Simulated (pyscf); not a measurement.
Optimised with ωB97X-D3(BJ)/def2-SVP in PySCF.

Task: PBE/def2-TZVP puts the barrier of H₂As–AsH₂ (SMILES [AsH2][AsH2]) + GaH₃ (SMILES [GaH3]) -> H₂Ga–AsH–AsH₂ (SMILES [GaH2][AsH][AsH2]) + H₂ (SMILES [H][H]) (four-centre exchange; singlet surface; As–H, Ga–H broken, As–Ga, H–H formed) at 0.38 eV and the reaction energy at -0.68 eV, from the separated reactants. What do r²SCAN/def2-TZVP, M06-2X/def2-TZVP, ωB97M-D3(BJ)/def2-TZVP give on the same structures?

Result: r²SCAN: ΔE‡ = 0.37 eV, ΔE = -0.71 eV; M06-2X: ΔE‡ = 0.57 eV, ΔE = -0.77 eV; ωB97M-D3(BJ): ΔE‡ = 0.74 eV, ΔE = -0.55 eV. PBE's barrier matches one of them and lies within 0.36 eV of the others. Its reaction energy lies among theirs. On the reactant side the descent ends in a complex, 0.25 eV under the separated species and 0.77 eV under the saddle at ωB97X-D3(BJ)/def2-TZVP. At the saddle there is also a short Ga–H contact that neither side keeps. At ωB97X-D3(BJ)/def2-TZVP the barrier from the zero used here is 0.52 eV. H₂Ga–AsH–AsH₂ is closed by a dative As–Ga contact. One saddle was located; it need not be the lowest between these sides. Elements up to Kr have no core potential and no relativistic terms here.
